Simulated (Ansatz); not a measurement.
We consider bcc Ba, described by r²SCAN in Ansatz (plane waves, PAW).

Numerical settings: plane-wave cutoff 600 eV, 18×18×18 k mesh, Fermi–Dirac smearing 0.037 eV (set by the program), scalar-relativistic PAW data made under PBE.

Cell (relaxed at this level):

```cif
data_Ba
_chemical_formula_sum 'Ba1'
_space_group_name_H-M_alt 'P 1'
_space_group_IT_number 1
_cell_length_a 4.39013
_cell_length_b 4.39013
_cell_length_c 4.39013
_cell_angle_alpha 109.471
_cell_angle_beta 109.471
_cell_angle_gamma 109.471
loop_
_space_group_symop_operation_xyz
  'x, y, z'
loop_
_atom_site_label
_atom_site_type_symbol
_atom_site_fract_x
_atom_site_fract_y
_atom_site_fract_z
_atom_site_occupancy
Ba1 Ba 0.00000 0.00000 0.00000 1
```

Give the computed Poisson ratio, Young modulus, Voigt–Reuss–Hill bulk modulus and polycrystal shear modulus (Hill average).


Poisson ratio: 0.211
Young modulus: 14.9 GPa
Voigt–Reuss–Hill bulk modulus: 8.57 GPa
polycrystal shear modulus (Hill average): 6.15 GPa

Elastic constants are with the ions relaxed.

Spin–orbit coupling is not included.

Computing time: around 11 core-minutes (rough).

Ansatz is a program for electronic structure.
